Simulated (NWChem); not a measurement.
# ROB97/cc-pV(D+d)Z run of CH4Si (SMILES [CH][SiH3])

What is the energy difference between two shapes of CH4Si at ROB97/cc-pV(D+d)Z? 

Program for the calculation: NWChem 7.3.0.

3 further runs of the same task are left out: 2 that didn't finish, 1 set aside as unsound or not needed.

## 1. The system as given

CH4Si: 6 atoms, total charge 0, spin state triplet. As SMILES, `[CH][SiH3]`. Geometry: relaxed at GFN2-xTB.

Bond lengths: C1–Si2 1.808 Å, C1–H3 1.070 Å, Si2–H4 1.473 Å, Si2–H5 1.473 Å, Si2–H6 1.464 Å. Angles: C1–Si2–H4 110.4°, C1–Si2–H5 110.4°, C1–Si2–H6 109.0°, Si2–C1–H3 147.9°, H4–Si2–H5 108.7°, H4–Si2–H6 109.2°, H5–Si2–H6 109.2°.

## 2. The energy at ROB97/cc-pV(D+d)Z

work.nw

```
start work
memory stack 880 mb heap 220 mb global 1100 mb

geometry noautosym nocenter noautoz
 C     0.667310   -0.852170    0.734600
 Si   -0.258900    0.404300   -0.178590
 H     1.137890   -1.813490    0.730980
 H    -1.544120   -0.143200   -0.644620
 H     0.511450    0.860970   -1.347520
 H    -0.513620    1.543590    0.705170
end

basis spherical bse
 * library "cc-pV(D+d)Z"
end

dft
 xc becke97
 mult 3
 rodft
 cgmin
 grid medium
 convergence energy 1e-08
 direct
 iterations 100
 mulliken
end

task dft
```

Started as:

```
$ nwchem work.nw > work.out
```

Log:

```text
Northwest Computational Chemistry Package (NWChem) 7.3.0
             --------------------------------------------------------

           Job information
           ---------------

    nwchem branch   = 7.3.0
    use scalapack   = T
    input           = work.nw
    prefix          = work.
    data base       = ./work.db
    status          = startup
    nproc           =        1

           Memory information
           ------------------

    heap     =     28835838 doubles =      220.0 Mbytes
    stack    =    115343355 doubles =      880.0 Mbytes
    global   =    144179200 doubles =     1100.0 Mbytes (distinct from heap & stack)
    total    =    288358393 doubles =     2200.0 Mbytes
    verify   = yes
    hardfail = no

           Directory information
           ---------------------

  0 permanent = .
  0 scratch   = .

                                NWChem Input Module
                                -------------------

 Scaling coordinates for geometry "geometry" by  1.889725989
 (inverse scale =  0.529177249)

                             Geometry "geometry" -> ""
                             -------------------------

 Output coordinates in angstroms (scale by  1.889725989 to convert to a.u.)

  No.       Tag          Charge          X              Y              Z
 ---- ---------------- ---------- -------------- -------------- --------------
    1 C                    6.0000     0.66731000    -0.85217000     0.73460000
    2 Si                  14.0000    -0.25890000     0.40430000    -0.17859000
    3 H                    1.0000     1.13789000    -1.81349000     0.73098000
    4 H                    1.0000    -1.54412000    -0.14320000    -0.64462000
    5 H                    1.0000     0.51145000     0.86097000    -1.34752000
    6 H                    1.0000    -0.51362000     1.54359000     0.70517000

      Atomic Mass
      -----------

      C                 12.000000
      Si                27.976930
      H                  1.007825

 Effective nuclear repulsion energy (a.u.)      49.9894651905

            Nuclear Dipole moment (a.u.)
            ----------------------------
        X                 Y               Z
 ---------------- ---------------- ----------------
    -0.0550666153     1.8803718449     2.5536812147

            XYZ format geometry
            -------------------
     6
 geometry
 C                     0.66731000    -0.85217000     0.73460000
 Si                   -0.25890000     0.40430000    -0.17859000
 H                     1.13789000    -1.81349000     0.73098000
 H                    -1.54412000    -0.14320000    -0.64462000
 H                     0.51145000     0.86097000    -1.34752000
 H                    -0.51362000     1.54359000     0.70517000

 ==============================================================================
                                internuclear distances
 ------------------------------------------------------------------------------
       center one      |      center two      | atomic units |  angstroms
 ------------------------------------------------------------------------------
    2 Si               |   1 C                |     3.41748  |     1.80845
    3 H                |   1 C                |     2.02262  |     1.07032
    4 H                |   2 Si               |     2.78293  |     1.47266
    5 H                |   2 Si               |     2.78270  |     1.47254
    6 H                |   2 Si               |     2.76695  |     1.46420
 ------------------------------------------------------------------------------
                         number of included internuclear distances:          5
 ==============================================================================

 ==============================================================================
                                 internuclear angles
 ------------------------------------------------------------------------------
        center 1       |       center 2       |       center 3       |  degrees
 ------------------------------------------------------------------------------
    2 Si               |   1 C                |   3 H                |   147.94
    1 C                |   2 Si               |   4 H                |   110.39
    1 C                |   2 Si               |   5 H                |   110.39
    1 C                |   2 Si               |   6 H                |   108.96
    4 H                |   2 Si               |   5 H                |   108.70
    4 H                |   2 Si               |   6 H                |   109.18
    5 H                |   2 Si               |   6 H                |   109.20
 ------------------------------------------------------------------------------
                            number of included internuclear angles:          7
 ==============================================================================

 Summary of "ao basis" -> "" (spherical)
 ------------------------------------------------------------------------------
       Tag                 Description            Shells   Functions and Types
 ---------------- ------------------------------  ------  ---------------------
 *                        cc-pV(D+d)Z                 on all atoms

                                 NWChem DFT Module
                                 -----------------

                      Basis "ao basis" -> "ao basis" (spherical)
                      -----
  [basis functions not shown]

 Summary of "ao basis" -> "ao basis" (spherical)
[... 17 lines left out ...]
  convergence criterion.
[... 1 line left out ...]
  convergence criterion.
[... 16 lines left out ...]
          Convergence on energy requested:  1.00D-08
          Convergence on density requested:  1.00D-05
          Convergence on gradient requested:  5.00D-04
[... 20 lines left out ...]
          Spatial weights used:  Erf1
[... 1 line left out ...]
          Convergence Information
[... 1 line left out ...]
          Convergence aids based upon iterative change in
          total energy or number of iterations.
[... 33 lines left out ...]
         Quadratically convergent ROKS
[... 1 line left out ...]
 Convergence threshold     :          5.000E-04
[... 1 line left out ...]
 Final Fock-matrix accuracy:          1.000E-09
[... 14 lines left out ...]
         Total DFT energy =     -329.808405561091
      One electron energy =     -553.584255544037
           Coulomb energy =      196.284754985058
    Exchange-Corr. energy =      -22.498370192628
 Nuclear repulsion energy =       49.989465190516
[... 5 lines left out ...]
                       DFT Final Molecular Orbital Analysis
[... 340 lines left out ...]
    10     -0.539189  1 C  d -2              41     -0.415181  3 H  py
    11      0.314462  1 C  d -1              42      0.286422  3 H  pz
[... 4 lines of this table left out ...]
              MO Center= -3.6D-01,  6.4D-01, -1.5D-01, r^2= 3.0D+00
   Bfn.  Coefficient  Atom+Function         Bfn.  Coefficient  Atom+Function
  ----- ------------  ---------------      ----- ------------  ---------------
    18      1.085604  2 Si s                 17      0.846110  2 Si s
    54     -0.692475  6 H  s                 56      0.627461  6 H  py
    57      0.557753  6 H  pz                45     -0.544887  4 H  px
[... 4 lines of this table left out ...]
              MO Center=  4.2D-01, -6.6D-01,  3.1D-01, r^2= 3.2D+00
   Bfn.  Coefficient  Atom+Function         Bfn.  Coefficient  Atom+Function
  ----- ------------  ---------------      ----- ------------  ---------------
     3      1.623926  1 C  s                  8      0.972814  1 C  py
    24     -0.930426  2 Si pz                18     -0.917757  2 Si s
    11     -0.762879  1 C  d -1              33      0.702433  2 Si d -2
[... 4 lines of this table left out ...]
              MO Center= -4.2D-01,  3.3D-01, -7.6D-01, r^2= 2.6D+00
   Bfn.  Coefficient  Atom+Function         Bfn.  Coefficient  Atom+Function
  ----- ------------  ---------------      ----- ------------  ---------------
    22      0.966747  2 Si px                45      0.878719  4 H  px
    36      0.863569  2 Si d  1              52     -0.825627  5 H  pz
    44      0.820334  4 H  s                 49     -0.820070  5 H  s
[... 4 lines of this table left out ...]
              MO Center= -1.5D-01,  5.0D-01,  2.7D-01, r^2= 3.3D+00
   Bfn.  Coefficient  Atom+Function         Bfn.  Coefficient  Atom+Function
  ----- ------------  ---------------      ----- ------------  ---------------
    23      0.928843  2 Si py                34      0.902885  2 Si d -1
    56      0.871958  6 H  py                54     -0.790315  6 H  s
     3      0.712698  1 C  s                 53     -0.711409  6 H  s
[... 4 lines of this table left out ...]
              MO Center=  8.5D-01, -1.3D+00,  6.7D-01, r^2= 1.7D+00
   Bfn.  Coefficient  Atom+Function         Bfn.  Coefficient  Atom+Function
  ----- ------------  ---------------      ----- ------------  ---------------
     3      2.065846  1 C  s                 38     -1.854301  3 H  s
    41     -1.497598  3 H  py                 5     -1.017193  1 C  py
    10     -0.995834  1 C  d -2              40      0.716443  3 H  px
[... 4 lines of this table left out ...]
              MO Center= -2.5D-01,  4.0D-01, -1.8D-01, r^2= 6.1D-01
   Bfn.  Coefficient  Atom+Function         Bfn.  Coefficient  Atom+Function
  ----- ------------  ---------------      ----- ------------  ---------------
    32      0.726868  2 Si d  2              28     -0.636025  2 Si d -2
    37     -0.426749  2 Si d  2              33      0.373532  2 Si d -2
    31      0.274724  2 Si d  1              25     -0.195578  2 Si px
[... 4 lines of this table left out ...]
              MO Center= -2.5D-01,  4.0D-01, -1.7D-01, r^2= 6.3D-01
   Bfn.  Coefficient  Atom+Function         Bfn.  Coefficient  Atom+Function
  ----- ------------  ---------------      ----- ------------  ---------------
    30      0.858919  2 Si d  0              35     -0.522633  2 Si d  0
    31     -0.484302  2 Si d  1              36      0.322137  2 Si d  1
    27     -0.254015  2 Si pz                29      0.255112  2 Si d -1
[... 4 lines of this table left out ...]
              MO Center= -2.6D-01,  4.1D-01, -1.8D-01, r^2= 5.7D-01
   Bfn.  Coefficient  Atom+Function         Bfn.  Coefficient  Atom+Function
  ----- ------------  ---------------      ----- ------------  ---------------
    31      0.739003  2 Si d  1              32     -0.511985  2 Si d  2
    36     -0.418225  2 Si d  1              30      0.397609  2 Si d  0
    37      0.293325  2 Si d  2              28     -0.262888  2 Si d -2
[... 4 lines of this table left out ...]
              MO Center= -2.6D-01,  4.1D-01, -1.8D-01, r^2= 5.7D-01
   Bfn.  Coefficient  Atom+Function         Bfn.  Coefficient  Atom+Function
  ----- ------------  ---------------      ----- ------------  ---------------
    29      0.736783  2 Si d -1              32     -0.471120  2 Si d  2
    34     -0.413821  2 Si d -1              28     -0.408743  2 Si d -2
    30     -0.356178  2 Si d  0              37      0.245356  2 Si d  2
    35      0.218420  2 Si d  0              33      0.209121  2 Si d -2
    53      0.170675  6 H  s

 Vector   57  Occ=0.000000D+00  E= 3.080080D+00
              MO Center= -2.4D-01,  3.9D-01, -1.6D-01, r^2= 6.7D-01
   Bfn.  Coefficient  Atom+Function         Bfn.  Coefficient  Atom+Function
  ----- ------------  ---------------      ----- ------------  ---------------
    28      0.640731  2 Si d -2              29      0.620966  2 Si d -1
    31      0.449764  2 Si d  1              33     -0.371601  2 Si d -2
    34     -0.355182  2 Si d -1              36     -0.253038  2 Si d  1
    18      0.235594  2 Si s                 26     -0.214331  2 Si py
    38     -0.215228  3 H  s                 32      0.204786  2 Si d  2

 Task  times  cpu:        9.3s     wall:        9.3s
 Total times  cpu:        9.3s     wall:        9.3s
```

Run time: 9.9 s. Hardware: 1 thread of AMD EPYC 9R45 (Zen 5), shared host; peak memory 0.11 GiB.

[end of part 1 of 2]
